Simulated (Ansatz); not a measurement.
CH2O, SMILES `C=O` (charge 0, multiplicity 1).

These are LC-ωPBE/cc-pVTZ // PBE0-D3(BJ)/def2-TZVP (Ansatz, a quantum-chemistry and plane-wave program) values and carry that method's errors.

Ansatz 0.2 input:
```yaml
crystal:
  periodic: [false, false, false]
  atoms:
    - { symbol: C, position_ang: [-0.004769, 0.00059, 0.000683] }
    - { symbol: O, position_ang: [1.169766, -0.144723, -0.167589] }
    - { symbol: H, position_ang: [-0.699693, -0.860548, 0.070804] }
    - { symbol: H, position_ang: [-0.465304, 1.00468, 0.096103] }
basis:
  gaussian: { orbitals: cc-pVTZ }
hamiltonian:
  xc: lc_wpbe
```

Output:

```
Functional definition: LC-wPBE
451 factors; their error is unknown
137 factors; integrals over basis functions are off by at most 1.8e-5 eV
mean field evaluation 1: about -3112.3831 eV, gradient 3.9e1 eV
mean field evaluation 2: about -3110.7638 eV, gradient 5.2e1 eV
mean field evaluation 4: about -3114.9244 eV, gradient 1.2e0 eV
mean field evaluation 8: about -3114.9165 eV, gradient 1.9e-1 eV
mean field -3114.91651538 eV, -114.4710705738 hartree, gradient 7.9e-5 eV, S^2 0.000000; 0 other end points of the search recorded, 0 dependent functions left out
reference -3114.91651538 eV, -114.4710705739 hartree; 8, 8 occupied and 80, 80 virtual orbitals, 451 factors
Total energy: -3114.91651538 eV, -114.4710705739 hartree
```
